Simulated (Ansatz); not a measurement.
Results of revPBE (plane waves, PAW; Ansatz, a program for electronic structure) for rock-salt HfC.

Input:

Ansatz 0.2 input:
```yaml
crystal:
  lattice:
    - [0.0, 2.319712191, 2.319712191]
    - [2.319712191, 0.0, 2.319712191]
    - [2.319712191, 2.319712191, 0.0]
  atoms:
    - { symbol: Hf, position: [0.0, 0.0, 0.0] }
    - { symbol: C, position: [0.5, 0.5, 0.5] }
basis:
  ecutwfc: 520
  ecutrho_ratio: 4
  xc_grid: 2
kpoints:
  mp_grid: { grid: [20, 20, 20] }
hamiltonian:
  xc: revpbe
  dispersion: none
  pseudopotentials: { kind: paw }
scf:
  occupations: { method: fermi_dirac, width: 0.05 }
  convergence: { dr2_threshold: 0.0000000002 }
output:
  forces: true
  stress: true
  eigenvalues: true
```

Problem. How many irreducible k-points, plane waves at Γ does the program set up, and what pressure does the run end with?

Solution. 256 irreducible k-points, 645 plane waves at Γ; P = 4.78 GPa, so the cell is compressed on average and its volume would grow at this level.

From the output:

```
Crystal: 2 atoms, lattice volume = 24.965 Å³
Basis set: ecut = 520 eV, 645 PW (Γ), exchange–correlation on 50×50×50 points (8 copies of the dense FFT grid, shifted against one another)
Bands: 19, of which v1, the nominal top of the filled ones, is band 15 counted from 1 (14 counted from 0)
Symmetry: 48 space group operations
Space group: Fm-3m (ITA 225), of the structure as read, at distance tolerance 2.9e-5 Å
k-points: 256 of 8000
Functional: x = revpbe(κ = 1.245, μ = 0.2195149727645171), c = pbe(β = 0.06672455060314922)
SCF iter   1: F=—  HF=-15983.874659 eV  |F-HF|=—  |Δ(HF+E_count)|=         —  Δρ=2.29e-3  dr2=7.04e-4
SCF iter   2: F=—  HF=-15983.874606 eV  |F-HF|=—  |Δ(HF+E_count)|=   5.37e-5  Δρ=1.47e-3  dr2=2.41e-4
  ...
SCF iter   8: F=—  HF=-15983.874624 eV  |F-HF|=—  |Δ(HF+E_count)|=  1.07e-10  Δρ=1.48e-6  dr2=2.91e-10
SCF iter   9: F=-15983.874624 eV  HF=-15983.874624 eV  |F-HF|=5.46e-12  |Δ(HF+E_count)|=  1.09e-10  Δρ=4.68e-7  dr2=4.47e-11
SCF 1 converged in 9 iterations: F = -15983.874624 eV  dr2 = 4.47e-11
SCF converged after 9 iterations
Free energy (F): -15983.874624 eV
Internal energy: -15983.872729 eV  (E = F + TS)
E sigma→0 (E₀):  -15983.873676 eV
Fermi energy:    20.363489 eV
--- Forces (eV/Å), atoms counted from 1 ---
  atom   1  Hf    -0.00000000     0.00000000     0.00000000
  atom   2  C      0.00000000    -0.00000000     0.00000000
--- Stress (GPa, compression-positive) ---
        4.783587       0.000000      -0.000000
       -0.000000       4.783587       0.000000
       -0.000000      -0.000000       4.783587
  P = ⅓ Tr σ = 4.7836 GPa (47.836 kbar)
```

The cell is one volume of an energy–volume scan, off the minimum.

The PAW data were made under PBE.
